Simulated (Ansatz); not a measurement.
We consider fcc Au, described by PBE in Ansatz (plane waves, PAW).

Run with plane-wave cutoff 520 eV, 24×24×24 k mesh, Fermi–Dirac smearing 0.05 eV, scalar-relativistic PAW data made under PBE.

Cell (relaxed at this level):

```yaml
crystal:
  lattice:
    - [0.00000, 2.07900, 2.07900]
    - [2.07900, 0.00000, 2.07900]
    - [2.07900, 2.07900, 0.00000]
  atoms:
    - { symbol: Au, position: [0.00000, 0.00000, 0.00000] }
```

Predict the bulk modulus B0 and pressure derivative B′ of the bulk modulus.


* **bulk modulus B0**: 139 GPa
* **pressure derivative B′ of the bulk modulus**: 5.9

The run finds no gap.

Measured, for comparison: bulk modulus 182 GPa (0 K value with the zero-point phonon effect removed, our sources range from 175 to 182; as tabulated in Mejia-Rodriguez and Trickey (2018), arXiv:1807.09216). Computed (rounded) less measured: bulk modulus -24 % (-21 % to -24 % over the range).

Spin–orbit coupling is not included; it can shift volumes and moduli of such heavy elements.

The result took very roughly 60 core-seconds.

Ansatz is a program for electronic structure.
